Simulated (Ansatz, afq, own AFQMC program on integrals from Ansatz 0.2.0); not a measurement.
# Where AFQMC and coupled cluster stand for GeH3F, singlet

```xyz
5

Ge   -0.3359   -0.0024    0.0015
F     1.4060    0.0101   -0.0065
H    -0.7753    1.4665    0.0045
H    -0.7537   -0.7422    1.2778
H    -0.7654   -0.7406   -1.2717
```

Connectivity, by distances: GeH3–F.

Basis cc-pVDZ. Noble-gas cores (and the filled d shells of Ga–Kr and In–Xe) are frozen. Ansatz 0.2.0 and our own AFQMC program on the same integrals; the CISD trial comes from CCSD amplitudes, and released means the phaseless constraint is let go. Free AFQMC starts from the CCSD state and is never constrained. Its projection time is finite, and what remains of the start isn't in its error. Error bars are statistical, one sigma. No spin–orbit coupling.

Determinant: RHF, the one that the program's search chose, which needn't be the lowest solution. The geometry is a PBE0/def2-TZVP stationary point of this or a neighbouring charge and spin state.

No full CI on the walks' own integrals is used here. The released AFQMC energy serves as the reference, which it does only where one determinant dominates, the energy is flat over the last release times and near the phaseless one (40 meV or 2 meV an electron, half that with transition metals). On small molecules, where full CI could be run and the noise was under 10 meV, such values lay within 10 meV of it in 19 cases of 20, a flattering rate, since the rule was set on those same cases; what remains of the bias isn't in the error bar.

Cautions: no relativity below Rb; no spin-orbit coupling; inner d shell frozen; the released value is read at 2.40 1/Eh with a noise of 17 meV, more than in the cases checked (meV from the phaseless value at times in 1/Eh: -6 ± 12 at 0.24, 15 ± 10 at 0.51, -4 ± 10 at 0.99, -16 ± 16 at 1.62, -5 ± 17 at 2.40).

- T1 diagnostic: 0.0121
- weight of the determinant in the CISD state: 0.900
- size of the correlated space: 14 electrons in 41 orbitals

Reference: AFQMC with the constraint released, correlation energy -8.746 ± 0.017 eV.

```csv
level,E − E(reference) (kJ/mol),share of correlation (%)
HF,843.9 ± 1.6,0.00
MP2,77.5 ± 1.6,90.82
CCSD,16.1 ± 1.6,98.10
CCSD(T),3.0 ± 1.6,99.64
ph-AFQMC/HF,-11.6 ± 8.4,101.37
ph-AFQMC/CISD,0.5 ± 2.1,99.94
free AFQMC,-1.1 ± 3.2,100.13
```

Free projections are given only where their last times agree within the noise and don't stop above the reference; a slow remainder of the start can still hide under it. A walk keeps the symmetry of its determinant, which the program's search chose and which needn't be the lowest solution, so a lower state of the same spin and another symmetry isn't excluded. Released energies are given only where the last usable release times agree within the noise; a slower fall can still hide under it.
